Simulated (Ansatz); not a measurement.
Reactions of C₃H₅NO, SMILES `OC1=NCC1`.

Gas-phase electronic energies from Ansatz, PBE0-D4/def2-TZVP geometries. CCSD(T)/CBS adds triple-zeta CCSD(T) − MP2 to the extrapolated MP2 energy (def2 sets, frozen cores). This one scheme is used for every species, atoms too. Functionals use def2-TZVPP. B3LYP here is the variant with VWN-RPA as its local correlation; programs differ in this. No spin–orbit coupling; open shells (•) take unrestricted orbitals. Spin–orbit coupling would lower the free atoms: a little for C, O. Each species was taken in one conformer, which may not be the lowest.

| reaction | B97M-V (eV) | HF/CBS(def2) (eV) | PBE0-D4 (eV) | B3LYP-D4 (eV) | CCSD(T)/CBS(def2) (eV) |
| --- | --- | --- | --- | --- | --- |
| `OC1=NCC1` + H₂ → `C1=NCC1` + H₂O | -0.18 | -0.35 | -0.18 | -0.20 | -0.34 |
| `OC1=NCC1` → `NC1=C(O)C1` | 1.64 | 1.81 | 1.59 | 1.58 | 1.70 |
| `OC1=NCC1` → `C=C(O)C=N` | -0.30 | -0.28 | -0.15 | -0.41 | -0.27 |
| `OC1=NCC1` → 3 C• + 5 H• + N• + O• | 43.13 | 29.66 | 43.59 | 43.10 | 42.99 |
| `OC1=NCC1` → `NCC=C=O` | -0.01 | -0.07 | 0.13 | -0.11 | 0.09 |
| `OC1=NCC1` + HCl → `ClC1=NCC1` + H₂O | 0.33 | 0.45 | 0.31 | 0.29 | 0.23 |
| `OC1=NCC1` → `CCOC#N` | 0.05 | -0.26 | 0.22 | -0.09 | 0.01 |
| `OC1=NCC1` → `NC1=COC1` | 1.11 | 1.22 | 1.09 | 1.04 | 1.10 |
| `OC1=NCC1` → `CC(N)=C=O` | 0.06 | 0.07 | 0.17 | -0.06 | 0.17 |
| `OC1=NCC1` → `CC1=C(O)N1` | 2.29 | 2.54 | 2.32 | 2.24 | 2.33 |

Largest T1 diagnostic: 0.015, for `CC(N)=C=O`.
